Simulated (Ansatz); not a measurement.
Complex (SMILES): Cl (HCl) with Cl (HCl), atoms 1 to 2 the first; geometry from NCB31 set, monomers rigid:
```xyz
4

Cl     1.8608    -0.0654    -0.0001
H      1.7539     1.2110     0.0003
Cl    -1.9253     0.0056    -0.0001
H     -0.6584    -0.1937     0.0025
```

Basis-set convergence of the counterpoise-corrected interaction energy at PBE with Ansatz (a first-principles code). Cartesian d functions, on some or all atoms, in 6-311G**, 6-311+G**; all else is spherical. The program fits the integrals of some runs and decomposes those of others, by size. No added dispersion term, no relativity. Functions are those of the species that has most. Reference: the value in aug-cc-pV(5+d)Z, -1.94 kcal/mol. Deviations are taken from unrounded values.

```tsv
basis	functions	counterpoise-corrected interaction energy (kcal/mol)	minus reference (kcal/mol)
STO-3G	20	-2.10	-0.15
3-21G	30	-2.10	-0.16
pcseg-1	46	-1.92	0.02
6-311G**	66	-1.70	0.24
6-311+G**	74	-1.79	0.15
6-311++G(3df,3pd)	130	-1.84	0.10
cc-pV(Q+d)Z	188	-1.96	-0.02
pcseg-3	194	-1.92	0.02
aug-pcseg-3	276	-1.93	0.01
```
